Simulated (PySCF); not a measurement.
First SCF of a structure search on singlet HBS, at a hand-made linear geometry. PySCF input:

```python
from pyscf import gto, scf, dft
mol = gto.M(atom='''
B      0.000000     0.000000     0.000000
S      0.000000     0.000000    -1.720000
H      0.000000     0.000000     1.170000''',
    basis={'B': 'def2-TZVP', 'S': 'def2-TZVP', 'H': 'def2-TZVP'},
    charge=0, spin=0)
mf = dft.RKS(mol, xc='PBE')
mf.grids.atom_grid = (50, 194)
aux = {'B': 'def2-universal-JKFIT', 'S': 'def2-universal-JKFIT', 'H': 'def2-universal-JKFIT'}
mf = mf.density_fit(auxbasis=aux)
mf.conv_tol = 1e-08
mf.diis_space = 10
mf.max_cycle = 60
mf.init_guess = 'minao'
mf.verbose = 4
mf.kernel()
```

Excerpt of the output (cycles and frontier levels):

```
init E= -423.414317371182
  HOMO = -0.305860931367901  LUMO = -0.113285308607336  gap/eV = 5.24025
cycle= 1 E= -423.424581874993  delta_E= -0.0103  |g|= 0.248  |ddm|= 1.42
  HOMO = -0.217459962056118  LUMO = -0.0770527522939196  gap/eV = 3.82067
cycle= 2 E= -423.224426876366  delta_E=  0.2  |g|= 0.813  |ddm|= 0.765
  HOMO = -0.243921871334135  LUMO = -0.0764961443130749  gap/eV = 4.55589
cycle= 3 E= -423.438914988106  delta_E= -0.214  |g|= 0.15  |ddm|= 0.606
  HOMO = -0.261165225696728  LUMO = -0.0941335640438988  gap/eV = 4.54516
cycle= 4 E= -423.445648018826  delta_E= -0.00673  |g|= 0.0558  |ddm|= 0.165
  HOMO = -0.260671318569761  LUMO = -0.0930510709235829  gap/eV = 4.56118
cycle= 5 E= -423.446717759302  delta_E= -0.00107  |g|= 0.00612  |ddm|= 0.0367
  HOMO = -0.260633605044453  LUMO = -0.0925822052448377  gap/eV = 4.57291
cycle= 6 E= -423.446732773197  delta_E= -1.5e-05  |g|= 0.000457  |ddm|= 0.00525
  HOMO = -0.26069070004594  LUMO = -0.0926529235509974  gap/eV = 4.57254
cycle= 7 E= -423.446732825635  delta_E= -5.24e-08  |g|= 3.87e-05  |ddm|= 0.000488
  HOMO = -0.260691030041144  LUMO = -0.0926489627813891  gap/eV = 4.57266
cycle= 8 E= -423.446732825977  delta_E= -3.42e-10  |g|= 5.54e-06  |ddm|= 3.69e-05
  HOMO = -0.260690872553308  LUMO = -0.0926498822416854  gap/eV = 4.57263
Extra cycle  E= -423.446732825922  delta_E= 5.48e-11  |g|= 1.34e-05  |ddm|= 1.42e-05
converged SCF energy = -423.446732825922
```

No lower solution of this spin was found by a stability analysis within the restricted form, which does not test spin polarisation.

The search for the lowest solution, with the stability check, took 4.6 s on 2 threads of a shared Arm Neoverse V1 host, with 74 basis functions; the process peaked at 0.26 GiB.
